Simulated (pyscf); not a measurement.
Structures and frequencies: ωB97X-D3(BJ)/def2-SVP in PySCF.

### Question
•H₂C–SnH₃ + H₂O → HO–CH₂–SnH₃ + H•
Surface: doublet. Broken: H–O. Formed: C–O. Give ΔE‡ and ΔE from B3LYP-D3(BJ)/def2-TZVP, relative to the separated reactants.

### Answer
ΔE‡ = 46.8 kcal/mol, ΔE = +31.5 kcal/mol. ωB97M-D3(BJ)/def2-TZVP gives 51.4 kcal/mol and +30.0 kcal/mol. Zero-point energy shifts the barrier by -1.0 kcal/mol. It is a substitution at O, with an imaginary mode of 1813i cm⁻¹. On the reactant side the descent ends in a complex (not fully relaxed), 4.2 kcal/mol under the separated species and 57.0 kcal/mol under the saddle at ωB97X-D3(BJ)/def2-TZVP. •H₂C–SnH₃ lies 30.6 kcal/mol over its isomer H₃C–SnH₂• (electronic energy, ωB97M-D3(BJ)/def2-TZVP). HO–CH₂–SnH₃ lies 31.7 kcal/mol over its isomer H₃C–SnH₂–OH (electronic energy, ωB97M-D3(BJ)/def2-TZVP). One saddle was located; it need not be the lowest between these sides. The angle at the attacked O is 153°. Elements past Kr carry the def2 core potentials, without spin-orbit coupling.
